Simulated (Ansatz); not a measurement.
Ansatz timings: P2H4 (diphosphine)

The species is P2H4 (6 atoms), meant as a singlet with charge 0. SMILES: `PP`. The shape is that of a PBE0-D4/def2-TZVP optimisation. This is one conformer, not always the lowest. The run starts from this shape.

```xyz
6

P     0.3651   -1.0488   -0.0823
P    -0.3652    1.0491    0.0781
H    -0.4970   -1.5216    0.9450
H    -0.5721   -1.3929   -1.0949
H     0.5028    1.5246   -0.9429
H     0.5664    1.3896    1.0970
```

Program: Ansatz 0.2.0. Hardware: 1 thread of Arm Neoverse V1, shared host, so times are rough. Ansatz fits the integrals of SCF and DFT runs by default. Its times include its search for lower SCF states.

Estimate their order by wall time, quickest first.
A. an optimisation at MP2/6-31G** (spherical functions), 10 core orbitals frozen
B. energy at MP2/cc-pVTZ (density fitting with def2-universal-jkfit), 10 core orbitals frozen
C. an optimisation at MP2/6-311++G(2d,2p), 10 core orbitals frozen
D. an optimisation at MP2/3-21G, 10 core orbitals frozen

B (0.54 s), D (1.9 s), A (5.1 s), C (15 s).
